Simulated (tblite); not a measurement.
C4H5S (doublet state).
Atom-mapped SMILES: `[CH2:1]=[CH:2][CH2:3][C:4]=[S:5]` (hydrogens: H6, H7 on C1; H8 on C2; H9, H10 on C3)
Bond orders are those of one Lewis drawing.

Computed with GFN2-xTB (tblite), gas phase: L-BFGS steps from a force-field or distance-geometry start until the largest atomic force falls under 0.01 eV/Å.

Geometry at step 7:
```
atom  x, y, z in Å
C1     -1.3445   -0.6658   -0.4055
C2     -0.3870   -0.3383    0.4289
C3      0.4749    0.8771    0.2442
C4      1.8683    0.5154   -0.0233
S5      2.5347   -0.8170   -0.5016
H6     -1.5568   -0.0615   -1.2750
H7     -1.9660   -1.5328   -0.2523
H8     -0.1484   -0.9478    1.2921
H9      0.1358    1.4302   -0.6382
H10     0.3980    1.5452    1.1081
```

**Question.** Give the atomic forces at this geometry.

**Answer.** 
```
atom  Fx (eV/Å)  Fy (eV/Å)  Fz (eV/Å)
  C1     -0.384     -0.130     -0.284
  C2      0.208      0.174      0.408
  C3     -0.072     -0.035     -0.024
  C4     -0.273      0.364      0.145
  S5      0.456     -0.456     -0.167
  H6     -0.072     -0.067      0.030
  H7      0.057     -0.006     -0.074
  H8     -0.034      0.046     -0.042
  H9      0.002      0.116      0.019
 H10      0.113     -0.007     -0.011
```

The largest, 0.67 eV/Å, acts on S5; the rms over all components is 0.201 eV/Å. The forces sum to zero within rounding, as they must for an isolated molecule in no field.

**Question.** Give the force on S5 in Eh/bohr and in nN.

**Answer.** 0.666 eV/Å ÷ 51.422 = 0.01295 Eh/bohr, and 0.666 eV/Å × 1.602 = 1.07 nN.

**Question.** How far is this geometry from the end of the optimisation?

**Answer.** 0.044 eV above it, and 0.173 Å rms away after alignment. The bonds farthest from their final lengths, with half the difference of the two atoms' forces along the bond (positive lengthens):

```tsv
bond	now (Å)	final (Å)	force along bond (eV/Å)
C1=C2	1.312	1.320	+0.47
C4=S5	1.565	1.573	+0.55
C3–C4	1.464	1.462	-0.16
C3–H10	1.095	1.097	+0.01
C1–H6	1.080	1.078	-0.14
C2–H8	1.083	1.082	-0.17
```

The angle farthest from its final value is C4–C3–H10, 111.2° against 106.1°.

What follows is the cost of the whole relaxation. The run took 0.41 s of wall time on one thread of an Arm Neoverse N1 (shared host).
